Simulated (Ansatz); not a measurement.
A CCSD(T) single point on C3H4ClF (`C/C(Cl)=C\F`).

```yaml
crystal:
  periodic: [false, false, false]
  atoms:
    - {symbol: C, position_ang: [-0.907506, -0.383937, 0.594273]}
    - {symbol: C, position_ang: [0.449062, 0.060663, 0.192550]}
    - {symbol: Cl, position_ang: [1.663043, 0.035442, 1.424566]}
    - {symbol: C, position_ang: [0.813817, 0.471647, -1.011965]}
    - {symbol: F, position_ang: [-0.065410, 0.520310, -2.019056]}
    - {symbol: H, position_ang: [-0.880211, -1.413489, 0.959696]}
    - {symbol: H, position_ang: [-1.589753, -0.326953, -0.253717]}
    - {symbol: H, position_ang: [-1.292010, 0.243242, 1.402378]}
    - {symbol: H, position_ang: [1.808968, 0.793075, -1.288714]}
basis:
  gaussian: {orbitals: def2-TZVPP}
correlation: {method: ccsd_t}
```

```sh
$ ansatz run in.yaml --threads 2 --pin off --events-out ev --progress --plain --max-ram 32768MiB --backend cuda --devices 0, --max-vram 18GiB
```

The program prints (abridged):

```
Functional definition: HF
1346 factors; integrals over basis functions are off by at most 9.6e-4 eV
mean field evaluation 1: about -18363.5401 eV, gradient 2.9e1 eV
mean field evaluation 2: about -18363.8074 eV, gradient 2.9e1 eV
mean field evaluation 4: about -18366.0349 eV, gradient 4.1e0 eV
mean field evaluation 8: about -18366.0799 eV, gradient 2.6e-1 eV
mean field -18366.08024665 eV, -674.9410000881 hartree, gradient 2.6e-6 eV, S^2 0.000000; 0 other end points of the search recorded, 0 dependent functions left out
9 core orbitals not correlated: weight in the atoms' cores, before any rotation towards them, 1.000 or more for the frozen orbitals, at most 0.000 for the correlated occupied ones
reference -18366.08024665 eV, -674.9410000881 hartree; 15, 15 occupied and 198, 198 virtual orbitals, 1346 factors
second order -25.27407950 eV of doubles, -0.00000000 eV of singles
cycle   1  -25.58752933 eV  change   -3.1e-1 eV  update   1.0e-1
cycle   2  -26.16098839 eV  change   -5.7e-1 eV  update   3.3e-2
cycle   3  -26.30352100 eV  change   -1.4e-1 eV  update   1.6e-2
cycle   4  -26.29600039 eV  change    7.5e-3 eV  update   4.0e-3
cycle   5  -26.29443379 eV  change    1.6e-3 eV  update   1.7e-3
cycle   6  -26.29549567 eV  change   -1.1e-3 eV  update   4.4e-4
cycle   7  -26.29537752 eV  change    1.2e-4 eV  update   1.6e-4
cycle   8  -26.29532278 eV  change    5.5e-5 eV  update   5.2e-5
cycle   9  -26.29533163 eV  change   -8.9e-6 eV  update   2.1e-5
perturbative correction -1.09125582 eV, -0.0401029117 hartree
Total energy: -18393.46683410 eV, -675.9474386136 hartree
```

Hardware: 2 threads of an AMD EPYC 7R13 on a shared host and a share of an NVIDIA H100 80 GB. Wall time 9 s, peak host memory 0.79 GiB.

Correlation energy per correlated electron: -0.913 eV. T1 diagnostic: 0.0110.
